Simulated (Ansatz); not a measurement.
Steps of a relaxation of H$_{3}$OPS (`OPS`) with RKS PBE0-D4/def2-TZVP.

```sh
$ ansatz run in.yaml --threads 2 --pin off --events-out ev --progress --plain --max-ram 4352MiB
```

```yaml
crystal:
  periodic: [false, false, false]
  atoms:
    - {symbol: O, position_ang: [-1.401432, 0.091181, -0.549631]}
    - {symbol: P, position_ang: [0.064537, 0.727959, -0.008346]}
    - {symbol: S, position_ang: [1.450583, -0.922205, 0.128164]}
    - {symbol: H, position_ang: [-1.987731, 0.009167, 0.227523]}
    - {symbol: H, position_ang: [0.539230, 1.036095, -1.330843]}
    - {symbol: H, position_ang: [1.376814, -1.006297, 1.486934]}
basis:
  gaussian: {orbitals: def2-TZVP}
hamiltonian: {xc: pbe0, dispersion: d4}
relax: {f_tol: 0.005, max_steps: 150}
```

Positions (Å) and forces (eV/Å) along the path, 9 of 9 steps:

```xyz
6
step=1 energy=-22212.9368 eV
O    -1.401    0.091   -0.550    0.522    0.270    0.954
P     0.065    0.728   -0.008   -0.243   -0.694   -0.686
S     1.451   -0.922    0.128   -0.515    0.423    0.467
H    -1.988    0.009    0.228    0.372    0.041   -0.620
H     0.539    1.036   -1.331   -0.179   -0.077    0.398
H     1.377   -1.006    1.487    0.044    0.038   -0.512
6
step=2 energy=-22212.9772 eV
O    -1.363    0.053   -0.535    0.288    0.353    0.552
P     0.071    0.732   -0.005   -0.294   -0.529   -0.424
S     1.410   -0.915    0.124   -0.098    0.182    0.222
H    -1.970    0.025    0.218    0.111   -0.036   -0.298
H     0.528    1.038   -1.319   -0.026    0.004    0.147
H     1.366   -0.997    1.471    0.019    0.026   -0.200
6
step=3 energy=-22212.9899 eV
O    -1.368    0.073   -0.542    0.236    0.129    0.214
P     0.071    0.700   -0.003   -0.292    0.001   -0.102
S     1.392   -0.929    0.126    0.099   -0.098   -0.015
H    -1.973    0.026    0.204   -0.072   -0.038   -0.069
H     0.525    1.039   -1.299    0.040    0.002   -0.035
H     1.396   -0.973    1.468   -0.010    0.005    0.006
6
step=4 energy=-22212.9923 eV
O    -1.366    0.075   -0.539    0.127    0.074    0.147
P     0.068    0.701   -0.003   -0.121   -0.001   -0.085
S     1.397   -0.929    0.125    0.036   -0.035    0.005
H    -1.975    0.025    0.204   -0.067   -0.034   -0.054
H     0.527    1.036   -1.299    0.019    0.009   -0.019
H     1.391   -0.972    1.466    0.005   -0.012    0.007
6
step=5 energy=-22212.9913 eV rejected
O    -1.359    0.087   -0.519   -0.003   -0.017   -0.091
P     0.079    0.713   -0.010   -0.161   -0.025    0.184
S     1.405   -0.924    0.126    0.010   -0.021   -0.025
H    -1.995    0.009    0.199    0.131    0.058    0.021
H     0.528    1.032   -1.310    0.018   -0.012   -0.087
H     1.384   -0.981    1.467    0.005    0.016   -0.001
6
step=6 energy=-22212.9940 eV
O    -1.363    0.080   -0.531   -0.013   -0.002    0.016
P     0.067    0.705   -0.004    0.012    0.002    0.007
S     1.400   -0.928    0.126    0.004   -0.001   -0.006
H    -1.986    0.022    0.198   -0.001   -0.003   -0.014
H     0.527    1.034   -1.303    0.003   -0.001   -0.003
H     1.396   -0.977    1.468   -0.005    0.005    0.000
6
step=7 energy=-22212.9941 eV
O    -1.362    0.080   -0.530   -0.003   -0.001    0.004
P     0.068    0.705   -0.003   -0.002    0.000   -0.007
S     1.401   -0.928    0.125   -0.001    0.001    0.002
H    -1.987    0.022    0.198    0.002    0.000   -0.001
H     0.527    1.033   -1.303    0.002    0.002    0.002
H     1.394   -0.976    1.467    0.002   -0.002    0.001
6
step=8 energy=-22212.9941 eV
O    -1.362    0.080   -0.530    0.006    0.001   -0.005
P     0.068    0.705   -0.004    0.000    0.001   -0.001
S     1.402   -0.928    0.125   -0.001    0.000   -0.001
H    -1.987    0.022    0.198   -0.003    0.000    0.004
H     0.528    1.033   -1.303   -0.002   -0.002    0.002
H     1.395   -0.977    1.467    0.000    0.000    0.000
6
step=9 energy=-22212.9941 eV
O    -1.362    0.080   -0.530   -0.001    0.001    0.000
P     0.068    0.706   -0.004    0.001   -0.002   -0.001
S     1.401   -0.928    0.125    0.001    0.001    0.001
H    -1.987    0.022    0.198    0.000    0.000    0.000
H     0.527    1.033   -1.303    0.000    0.000    0.000
H     1.394   -0.977    1.467    0.000    0.000    0.000
```

It took 18 s on 2 threads of an Arm Neoverse V2 on a shared host, with 0.21 GiB of host memory at the peak.
